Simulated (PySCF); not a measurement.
System: H₃ (cation, charge +1), singlet: collinear H-H-H surface. Scanned: first H-H distance and second H-H distance.

Computed with CCSD(T) on RHF/aug-cc-pVDZ (PySCF).

Energy in kJ/mol above the lowest grid point; x is the first H-H distance (Å), y the second H-H distance (Å).

| y \ x | 0.63 | 0.68 | 0.74 | 0.80 | 0.87 | 0.94 | 1.02 | 1.11 | 1.22 | 1.37 | 1.55 | 1.81 | 2.15 |
|---|---|---|---|---|---|---|---|---|---|---|---|---|---|
| 2.15 | 289.7 | 260.8 | 243.9 | 240.2 | 246.6 | 260.0 | 279.8 | 304.5 | 335.1 | 374.9 | 418.1 | 470.5 | 521.5 |
| 1.81 | 259.9 | 228.1 | 207.5 | 200.2 | 202.5 | 212.4 | 229.0 | 251.2 | 280.3 | 319.9 | 364.0 | 418.0 | 470.5 |
| 1.55 | 219.4 | 185.3 | 162.1 | 152.4 | 152.4 | 160.4 | 175.4 | 196.5 | 224.9 | 264.4 | 308.9 | 364.0 | 418.1 |
| 1.37 | 181.1 | 145.9 | 121.5 | 110.7 | 109.8 | 117.0 | 131.4 | 152.1 | 180.3 | 219.7 | 264.4 | 319.9 | 374.9 |
| 1.22 | 144.2 | 108.6 | 83.7 | 72.5 | 71.1 | 78.1 | 92.3 | 112.9 | 141.0 | 180.3 | 224.9 | 280.3 | 335.1 |
| 1.11 | 116.3 | 80.5 | 55.6 | 44.4 | 43.0 | 50.0 | 64.2 | 84.8 | 112.9 | 152.1 | 196.5 | 251.2 | 304.5 |
| 1.02 | 94.8 | 59.2 | 34.5 | 23.4 | 22.2 | 29.2 | 43.6 | 64.2 | 92.3 | 131.4 | 175.4 | 229.0 | 279.8 |
| 0.94 | 79.1 | 43.8 | 19.3 | 8.5 | 7.5 | 14.8 | 29.2 | 50.0 | 78.1 | 117.0 | 160.4 | 212.4 | 260.0 |
| 0.87 | 70.4 | 35.3 | 11.2 | 0.7 | 0.0 | 7.5 | 22.2 | 43.0 | 71.1 | 109.8 | 152.4 | 202.5 | 246.6 |
| 0.80 | 69.7 | 34.9 | 11.1 | 1.0 | 0.7 | 8.5 | 23.4 | 44.4 | 72.5 | 110.7 | 152.4 | 200.2 | 240.2 |
| 0.74 | 78.8 | 44.4 | 20.9 | 11.1 | 11.2 | 19.3 | 34.5 | 55.6 | 83.7 | 121.5 | 162.1 | 207.5 | 243.9 |
| 0.68 | 101.6 | 67.4 | 44.4 | 34.9 | 35.3 | 43.8 | 59.2 | 80.5 | 108.6 | 145.9 | 185.3 | 228.1 | 260.8 |
| 0.63 | 135.5 | 101.6 | 78.8 | 69.7 | 70.4 | 79.1 | 94.8 | 116.3 | 144.2 | 181.1 | 219.4 | 259.9 | 289.7 |

Points that lie below all their neighbours on the grid: x = 0.87, y = 0.87 (0.0 kJ/mol).
